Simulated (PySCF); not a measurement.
**Accurate constants of NaLi, step by step**

One table from this session's results is given with a row withheld; the runs are named, their logs left out.

Program: PySCF 2.14.0. Level of theory: CCSD(T) on RHF, no relativity in the base curves; scalar relativity is added as a correction. These are calculated values, not measurements.

The first run:

* molecule: NaLi
* state: singlet, unpaired electrons none
* smaller basis: Na cc-pCVDZ, Li aug-cc-pVDZ
* larger basis: Na cc-pCVTZ, Li aug-cc-pVTZ
* frozen core orbitals: 2
* extrapolation: correlation as n⁻³ (n = 2, 3), Hartree–Fock as (n+1)·exp(−9√n)
* corrections: core–valence correlation, scalar relativity
* distances (Å): 2.5889, 2.7066, 2.8242, 2.9419, 3.0596, 3.2067, 3.3538
* masses (u): 22.9898, 7.0160
* dissociation limit: Na + Li

On the command line:

```
OMP_NUM_THREADS=4 python comp.py task.json out
```

Among the steps run: Coupled cluster at each distance.

One of the session's tables, all rows but one given; the rest of the session is left out.

It belongs to the step «Coupled cluster at each distance». Parts of the energy along the bond, in eV from Na + Li:

```
 R (Å)  HF/CBS  CCSD corr.      (T)  core–valence  relativity
2.5889   0.070      -0.842  -0.0245       -0.0087     -0.0004
2.7066   0.000      -0.824  -0.0232       -0.0066      0.0001
2.8242  -0.041      -0.808  -0.0221       -0.0047      0.0005
2.9419  -0.060      -0.793  -0.0213       -0.0030      0.0007
3.0596  -0.060      -0.780  -0.0209       -0.0015      0.0010
3.2067       ?           ?        ?             ?           ?
3.3538   0.000      -0.758  -0.0210        0.0014      0.0016
```

Estimate the missing values for R (Å) = 3.2067.

Worked estimate for «HF/CBS». A straight line through the neighbours (3.0596, -0.060) and (3.3538, 0.000) gives -0.060 + (0.000 + 0.060) × (3.2067 − 3.0596) / (3.3538 − 3.0596) = -0.030; a parabola fitted to 3 rows on both sides gives -0.041.

As computed: HF/CBS: -0.039; CCSD corr.: -0.767; (T): -0.0207; core–valence: 0.0001; relativity: 0.0013. In «HF/CBS» the line misses by +0.009 and the parabola by -0.002.

Caveats from the session: An extrapolation from double and triple zeta is rough, so this isn't yet the limit.
